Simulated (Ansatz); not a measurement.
Input for Ansatz (development build ahead of 0.2.0):

```yaml
crystal:
  periodic: [false, false, false]
  atoms:
    - { symbol: "N", position_ang: [0.0, 0.0, 0.0] }
    - { symbol: P, position_ang: [0.0, 0.0, 2.5792] }
basis:
  gaussian: { orbitals: pcseg-2 }
total_charge: 1
magnetization:
  spin_polarized: true
  initial_magnetization: 1
hamiltonian:
  xc: pbe0
```

The input is written out in the form of the current development build from the run's settings.

Results

| Property | Result |
| --- | --- |
| Converged | yes |
| Total energy | -395.32285 hartree |
| Spin squared of the determinant | 2.689 |
| Stability test | minimum |

Caution: the unrestricted determinant is a mixture of spin states.
